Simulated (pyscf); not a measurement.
Structures and frequencies: ωB97X-D3(BJ)/def2-SVP in PySCF. Correlated levels are frozen-core, on RHF or UHF. ΔMP2 is the change of the MP2 total energy from the triple- to the quadruple-zeta basis.

Q: Estimate by transition-state theory the rate constant of chloroethane (H₃C–CH₂–Cl) + H atom (H•) → ethyl (•H₂C–CH₃) + hydrogen chloride (HCl) (doublet surface; C–Cl broken, Cl–H formed) at 1200 K, with CCSD(T)/def2-TZVPP + ΔMP2(QZVPP) energies (ideal gas, 1 atm, RRHO with modes under 100 cm⁻¹ raised to 100, one conformer, R ln 2 for chiral ones without a mode under 150 cm⁻¹; no tunnelling).

A: The electronic barrier is 9.7 kcal/mol and the thermal terms add +24.5, so ΔG‡ = 34.3 kcal/mol. With k_BT/h = 2.50e+13 s⁻¹ and RT = 2.385 kcal/mol, and a volume of 1.64e-19 cm³ per molecule at 1 atm, k = 2.3e-12 cm³ molecule⁻¹ s⁻¹. Wigner's tunnelling factor for 1140i cm⁻¹ would be 1.08. A shift of 1 kcal/mol in the barrier changes k by a factor 1.5. One saddle was located; it need not be the lowest between these sides. The angle at the transferred Cl is 179°. The CCSD(T) − MP2 part came from Ansatz, without density fitting, on the same reference.
